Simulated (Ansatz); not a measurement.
A nudged elastic band was laid between two geometries of C$_{3}$H$_{6}$FNO (12 atoms, charge 0, multiplicity 1).

Level of theory: Ansatz, RKS PBE-D4/def2-SVP.

```yaml
movable_images: 7
climbing_image: yes
spring: 5.0 eV/Å²
optimiser: quadratic models (default)
start_path: through a guess of the saddle point
force_threshold: 0.03 eV/Å
iteration_limit: 60
end_points: relaxed
```

Image 0:

```xyz
12
Properties=species:S:1:pos:R:3
C 0.038 -0.415 1.723
C 0.361 -0.449 0.255
O 1.244 0.618 -0.254
C -0.066 0.606 -0.696
N -0.254 0.531 -2.094
F -0.882 1.587 -0.184
H 0.925 -0.692 2.329
H -0.768 -1.141 1.952
H -0.299 0.594 2.026
H 0.611 -1.444 -0.168
H -1.221 0.295 -2.338
H 0.388 -0.145 -2.516
```

Image 8:

```xyz
12
Properties=species:S:1:pos:R:3
C 0.016 -0.381 1.748
C 0.383 -0.538 0.299
O 1.305 0.457 -0.264
C 0.000 0.446 -0.726
N -0.199 0.121 -2.082
F -0.744 1.543 -0.291
H 0.868 -0.660 2.400
H -0.834 -1.048 2.000
H -0.275 0.663 1.968
H 0.597 -1.564 -0.059
H -1.201 0.025 -2.282
H 0.161 0.881 -2.677
```

Which bonds break or form, and what moves?

No bond is made or broken. The height of N5 over the plane of its neighbours goes from -0.35 to 0.38 Å.

What energy profile does the band end with?

It converged. The highest image is number 3 of 0 to 8, 0.082 eV above the first end and 0.165 eV above the last; the last end lies 0.083 eV below the first. A vibrational analysis at the climbing image gives one clearly imaginary mode, 519i cm⁻¹: a first-order saddle point.

| image | path coordinate (Å) | energy (eV) | height of N5 over the plane of its neighbours (Å) |
| --- | --- | --- | --- |
| 0 | 0.00 | 0.000 | -0.35 |
| 1 | 0.22 | 0.006 | -0.33 |
| 2 | 0.44 | 0.040 | -0.22 |
| 3 | 0.66 | 0.082 | -0.02 |
| 4 | 0.87 | 0.029 | 0.19 |
| 5 | 1.08 | -0.043 | 0.33 |
| 6 | 1.29 | -0.067 | 0.37 |
| 7 | 1.50 | -0.079 | 0.38 |
| 8 | 1.71 | -0.083 | 0.38 |

What is the geometry of the highest image?


```xyz
12
Properties=species:S:1:pos:R:3
C 0.050 -0.396 1.763
C 0.327 -0.501 0.290
O 1.227 0.517 -0.285
C -0.094 0.524 -0.697
N -0.297 0.357 -2.062
F -0.873 1.552 -0.185
H 0.942 -0.685 2.357
H -0.777 -1.080 2.042
H -0.240 0.636 2.034
H 0.532 -1.514 -0.108
H -1.232 0.260 -2.445
H 0.511 0.274 -2.670
```

What are the harmonic wavenumbers there?

519i, 163, 173, 220, 248, 455, 475, 501, 559, 731, 777, 910, 930, 1016, 1053, 1098, 1169, 1238, 1288, 1342, 1398, 1409, 1477, 1535, 2977, 3030, 3057, 3098, 3563, 3699 cm⁻¹.

The band took 9 iterations and roughly 2.3 core-minutes.

Time of the run: 72 s on 2 threads of Intel(R) Xeon(R) 6975P-C (Granite Rapids), on a shared host, peak memory 0.16 GiB.
